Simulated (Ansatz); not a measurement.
Molecule: SiH₃ (charge 0, doublet). SMILES: [SiH3]
Geometry: optimised at B3LYP-D3(BJ)/def2-TZVP (Ansatz, an electronic-structure program).

Property: atomisation energy (electronic, to ground-state atoms), in kJ/mol. Correlated levels leave the core frozen unless marked. Open shells are spin-unrestricted. Spin-orbit coupling is left out. No relativistic terms. The coupled-cluster limit lacks core correlation, which all-electron functionals hold. CBS(X,Y): correlation extrapolated as X^-3; Hartree-Fock from the larger set.

| level | program | atomisation energy (kJ/mol) |
|---|---|---|
| r2SCAN-D3(BJ)/def2-TZVPD | Ansatz + dftd3 | 961.4 |
| PBE0-D3(BJ)/def2-TZVPD | Ansatz + dftd3 | 938.5 |
| r2SCAN0-D4/def2-TZVPD | Ansatz + dftd4 | 958.5 |
| CAM-B3LYP-D4/def2-TZVPD | Ansatz + dftd4 | … |
| LC-wPBE/def2-TZVPD | Ansatz | … |
| B2GP-PLYP-D4/def2-TZVPD | Ansatz + dftd4 | … |
| SCS-MP2/6-31G | Ansatz | 742.2 |
| CCSD(T)/CBS(def2-TZVPPD,def2-QZVPPD) | Ansatz | … |

Task: Complete the blanks.

Result: 
- CAM-B3LYP-D4/def2-TZVPD, atomisation energy (kJ/mol): 962.8
- LC-wPBE/def2-TZVPD, atomisation energy (kJ/mol): 941.5
- B2GP-PLYP-D4/def2-TZVPD, atomisation energy (kJ/mol): 937.5
- CCSD(T)/CBS(def2-TZVPPD,def2-QZVPPD), atomisation energy (kJ/mol): 955.6
